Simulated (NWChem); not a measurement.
# PHF2 (difluorophosphine): a first try and a second

Wanted: the excited states of PHF2 (difluorophosphine), TDA-B3LYP-D3(BJ)/jorge-TZP-DKH (DKH3).

The calculation is run with NWChem 7.3.0.

2 further runs of the same task are left out: 2 set aside as unsound or not needed.

## 1. The molecule

PHF2: 4 atoms, total charge 0, spin state singlet. SMILES: `FPF`. The coordinates come from a GFN2-xTB relaxation.

Bond lengths: F1–P2 1.617 Å, P2–F3 1.617 Å, P2–H4 1.418 Å. Angles: F1–P2–F3 94.7°, F1–P2–H4 92.6°, F3–P2–H4 92.6°.

## 2. The input as first written

m1.nw reads:

```
start m1
title "F2HP"
memory 2200 mb
geometry units atomic noautosym nocenter noautoz
  F      2.26899416     1.14116781    -0.46118766
  P     -0.03930630    -0.81828921    -0.86927402
  F     -2.22451000     1.25757494    -0.36970602
  H     -0.00517785    -1.58045355     1.70016770
end
basis spherical bse
  * library jorge-TZP-DKH
end
relativistic
  douglas-kroll dk3
end
dft
  xc b3lyp
  mult 1
  disp vdw 4
  grid fine
  direct
  iterations 5
  mulliken
  noprint "final vectors analysis"
end
tddft
  cis
  nroots 3
  freeze core 7
end
task tddft energy
```

Command:

```bash
$ nwchem m1.nw > m1.out
```

Standard output:

```text
Northwest Computational Chemistry Package (NWChem) 7.3.0
             --------------------------------------------------------

           Job information
           ---------------

    nwchem branch   = 7.3.0
    use scalapack   = T
    input           = m1.nw
    prefix          = m1.
    data base       = ./m1.db
    status          = startup
    nproc           =        1

           Memory information
           ------------------

    heap     =     72089600 doubles =      550.0 Mbytes
    stack    =     72089597 doubles =      550.0 Mbytes
    global   =    144179200 doubles =     1100.0 Mbytes (distinct from heap & stack)
    total    =    288358397 doubles =     2200.0 Mbytes
    verify   = yes
    hardfail = no

           Directory information
           ---------------------

  0 permanent = .
  0 scratch   = .

[... 120 lines left out ...]
          Convergence on energy requested:  1.00D-06
[... 1 line left out ...]
          Convergence on gradient requested:  5.00D-04
[... 24 lines left out ...]
          Convergence Information
[... 2 lines left out ...]
          total energy or number of iterations.
[... 37 lines left out ...]
 1-e energy   =    -982.865410
[... 26 lines left out ...]
   convergence    iter        energy       DeltaE   RMS-Dens  Diis-err    time
[... 7 lines left out ...]
      Calculation failed to converge
[... 2 lines left out ...]
         Total DFT energy =     -542.804359665406
[... 1 line left out ...]
           Coulomb energy =      369.815372958514
[... 1 line left out ...]
 Nuclear repulsion energy =      116.320293543093
[... 42 lines left out ...]
     L   x y z        total         alpha         beta         nuclear
     -   - - -        -----         -----         ----         -------
     0   0 0 0     -0.000000    -17.000000    -17.000000     34.000000

     1   1 0 0     -0.017330      0.088542      0.088542     -0.194415
[... 8 lines of this table left out ...]
     2   0 0 2    -16.995669    -17.182594    -17.182594     17.369519

 ------------------------------------------------------------------------
 tddft energy failed                                                                                0
 ------------------------------------------------------------------------
 ------------------------------------------------------------------------
  current input line :
    31: task tddft energy
 ------------------------------------------------------------------------
 ------------------------------------------------------------------------
 This type of error is most commonly associated with calculations not reaching convergence criteria
 ------------------------------------------------------------------------

0:tddft energy failed:Received an Error in Communication
  Errorcode: -1
```

Run time: 27 s. Hardware: 1 thread of AMD EPYC 7B13 (Zen 3), shared host; peak memory 0.12 GiB.

## 3. Reading the log

The run stopped without converging.

The log says `This type of error is most commonly associated with calculations not reaching convergence criteria`. The cause is that the iteration cap is too low for convergence. To mend it: iteration cap at its default in place of 5.

## 4. Second attempt

m1.nw reads:

```
start m1
title "F2HP"
memory total 2200 mb
charge 0
geometry units bohr noautosym nocenter noautoz
F      2.26899416     1.14116781    -0.46118766
P     -0.03930630    -0.81828921    -0.86927402
F     -2.22451000     1.25757494    -0.36970602
H     -0.00517785    -1.58045355     1.70016770
end
basis spherical bse
* library jorge-TZP-DKH
end
relativistic
douglas-kroll dk3
end
dft
xc b3lyp
mult 1
disp vdw 4
grid fine
direct
mulliken
noprint "final vectors analysis"
end
tddft
cis
nroots 3
freeze core 7
end
task tddft energy
```

Command:

```bash
$ nwchem m1.nw > m1.out
```

Standard output:

```text
[...]
          Wavefunction type:  closed shell.
          No. of atoms     :     4
          No. of electrons :    34
[...]
          Charge           :     0
          Spin multiplicity:     1
[...]
          AO basis - number of functions:   116
[...]
              XC Information
              --------------
                         B3LYP Method XC Potential
                     Hartree-Fock (Exact) Exchange  0.200
                        Slater Exchange Functional  0.800 local
                    Becke 1988 Exchange Functional  0.720 non-local
              Lee-Yang-Parr Correlation Functional  0.810
                  VWN I RPA Correlation Functional  0.190 local
[...]
 d= 0,ls=0.0,diis     1   -542.7134526708 -6.59D+02  8.22D-03  3.08D+00     9.9
[...]
 d= 0,ls=0.0,diis     7   -542.8043887109 -9.49D-07  5.76D-06  3.89D-07    34.1
         Total DFT energy =     -542.804388710858
      One electron energy =     -984.092267141754
           Coulomb energy =      369.719645788491
    Exchange-Corr. energy =      -44.749203011096
 Nuclear repulsion energy =      116.320293543093
    Dispersion correction =       -0.002857889592
[...]
      Total Density - Mulliken Population Analysis
     ---------------------------------------------
    Atom       Charge   Shell Charges
 -----------   ------   -------------------------------------------------------
    1 F    9     9.33   0.59  1.37  0.25  0.95  0.76  2.27  2.10  1.03  0.00  0.01  0.00
    2 P   15    14.36   0.19  0.52  0.87  0.37  1.06  0.93  0.93  0.82  5.03  0.89  0.77  1.22  0.31  0.18  0.21  0.07
    3 F    9     9.33   0.59  1.37  0.25  0.95  0.76  2.27  2.10  1.03  0.00  0.01  0.00
    4 H    1     0.98   0.26  0.51  0.19  0.02  0.01  0.00
[...]
  Root   1 singlet a              0.218159762 a.u.                5.9364 eV
[...]
     Dipole Oscillator Strength                    0.0367450194
[...]
     Total Oscillator Strength                     0.0367485149
[...]
  Root   2 singlet a              0.253950048 a.u.                6.9103 eV
[...]
     Dipole Oscillator Strength                    0.1197261987
[...]
     Total Oscillator Strength                     0.1197317303
[...]
  Root   3 singlet a              0.322833618 a.u.                8.7848 eV
[...]
     Dipole Oscillator Strength                    0.2538178038
[...]
     Total Oscillator Strength                     0.2538190906
[...]
  Root   1 triplet a              0.169749320 a.u.                4.6191 eV
[...]
  Root   2 triplet a              0.186765453 a.u.                5.0821 eV
[...]
  Root   3 triplet a              0.294056439 a.u.                8.0017 eV
[...]
```

Wall time 3 min (1 thread of AMD EPYC 7B13 (Zen 3), shared host); peak memory 0.12 GiB.

The roots found:

```tsv
excited state	energy (eV)	strength	label
1	5.936	0.0367	singlet a
2	6.910	0.1197	singlet a
3	8.785	0.2538	singlet a
4	4.619	0.0000	triplet a
5	5.082	0.0000	triplet a
6	8.002	0.0000	triplet a
```

## 5. Outcome

Level: TDA-B3LYP-D3(BJ)/jorge-TZP-DKH (DKH3).

| quantity | value |
| --- | --- |
| ground-state or mean-field energy | -542.80439 Eh |
| dipole moment (of the density that the program reports) | 1.79 D |
| dispersion energy | -7.50 kJ/mol |
| lowest excitation energy | 4.62 eV |

In words: The brightest of the 6 transitions from the ground state lies at 8.78 eV (141 nm, f = 0.254); the lowest, at 4.62 eV, has f = 0.000.
